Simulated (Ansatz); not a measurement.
# C2H4F2O: the cost of one run

Computed with Ansatz 0.2.0, driven from Python. Level of theory: B3LYP/6-31G*.

## 1. Starting point

Bond lengths: C1–C2 1.460 Å, C2–O3 1.382 Å, C2–F4 1.392 Å, C2–F5 1.347 Å, C1–H6 1.144 Å, C1–H7 1.053 Å, C1–H8 1.134 Å, O3–H9 1.012 Å. Angles: C1–C2–O3 110.6°, C1–C2–F4 113.0°, C1–C2–F5 113.4°, O3–C2–F4 106.6°, O3–C2–F5 107.9°, F4–C2–F5 104.9°, C2–C1–H6 110.8°, C2–C1–H7 114.5°, C2–C1–H8 108.9°, H6–C1–H7 108.8°, H6–C1–H8 103.4°, H7–C1–H8 110.0°, C2–O3–H9 103.8°.

c2h4f2o.xyz, read by the script:

```xyz
9

C    -0.95230   -0.18450   -0.30220
C     0.44900    0.12660   -0.03480
O     0.81080   -0.30420    1.22760
F     1.32250   -0.48610   -0.92860
F     0.73190    1.44050   -0.12020
H    -1.63820    0.38760    0.41280
H    -1.18920   -1.20890   -0.25140
H    -1.23280    0.22840   -1.32080
H     1.78670   -0.04560    1.30050
```

## 2. The code

Contents of freq.py:

```python
"""Harmonic frequencies of C2H4F2O at its relaxed geometry."""

import warnings

import ansatz as az
import numpy as np

warnings.simplefilter("ignore", az.DeckWarning)

molecule = az.Crystal.molecule_from_extxyz("c2h4f2o.xyz")

setup = molecule.calculation()
setup = setup.basis(gaussian="6-31G*")
setup = setup.functional("b3lyp")
setup = setup.accuracy("high")
symbols = [site.symbol for site in molecule.cartesian_sites]
start = np.array([site.position_ang for site in molecule.cartesian_sites], dtype=float)
rep = setup.relax(force_tolerance=0.003, max_steps=100).run(threads=1, backend="cpu").report
end = np.array(rep["positions_ang"])

print("bond        before    after (A)")
for i, j in [(0, 1), (0, 5), (0, 6), (0, 7), (1, 2), (1, 3), (1, 4), (2, 8)]:
    d0, d1 = (np.linalg.norm(xyz[i] - xyz[j]) for xyz in (start, end))
    print(f"{symbols[i]}{i}-{symbols[j]}{j}".ljust(10), f"{d0:8.4f} {d1:8.4f}")

# frequencies need a stationary point, so they are taken at the relaxed geometry
minimum = az.Crystal.molecule()
for symbol, xyz in zip(symbols, end):
    minimum = minimum.atom(symbol, xyz.tolist())
vibrating = (
    minimum.calculation()
    .basis(gaussian="6-31G*")
    .functional("b3lyp")
    .accuracy("high")
    .phonons(temperatures=(298.15, 498.15, 100))
)
vib = vibrating.run(threads=1, backend="cpu").report["vibrations"]
sums = vib["harmonic_sums"]
modes = [m["omega_inv_cm"] for m in sums["modes_at_gamma"] if m["rigid_motion"] == "no"]
for number, w in enumerate(modes, start=1):
    print(f"mode {number:2d} {w:9.1f} 1/cm {w / 8065.544 * 1000:8.2f} meV")
print("imaginary modes:", sum(w < 0 for w in modes), " zero-point energy:", round(sums["zero_point_energy_ev"], 4), "eV")
print("T (K)   F_vib (eV)   S_vib (meV/K)   C_vib (meV/K)")
for row in zip(sums["temperatures_k"], sums["vibrational_free_energy_ev"], vib["entropy_ev_per_k"], vib["heat_capacity_ev_per_k"]):
    print(f"{row[0]:6.1f} {row[1]:11.4f} {1000 * row[2]:13.4f} {1000 * row[3]:15.4f}")
```

## 3. The input behind the calls

The engine receives this input (first run):

```yaml
crystal:
  periodic: [false, false, false]
  atoms:
    - { symbol: C, position_ang: [-0.9523, -0.1845, -0.3022] }
    - { symbol: C, position_ang: [0.449, 0.1266, -0.0348] }
    - { symbol: O, position_ang: [0.8108, -0.3042, 1.2276] }
    - { symbol: F, position_ang: [1.3225, -0.4861, -0.9286] }
    - { symbol: F, position_ang: [0.7319, 1.4405, -0.1202] }
    - { symbol: H, position_ang: [-1.6382, 0.3876, 0.4128] }
    - { symbol: H, position_ang: [-1.1892, -1.2089, -0.2514] }
    - { symbol: H, position_ang: [-1.2328, 0.2284, -1.3208] }
    - { symbol: H, position_ang: [1.7867, -0.0456, 1.3005] }
accuracy: high
basis:
  gaussian:
    orbitals: "6-31G*"
hamiltonian:
  xc: b3lyp
relax:
  f_tol: 0.003
  max_steps: 100
```

## 4. Running it

The run is started by

```console
$ python freq.py
```

**Question.** How long does this script take on 1 thread of Arm Neoverse V2, shared host, and how much memory does it need?

About 7.2 min, with a peak of 0.37 GiB.
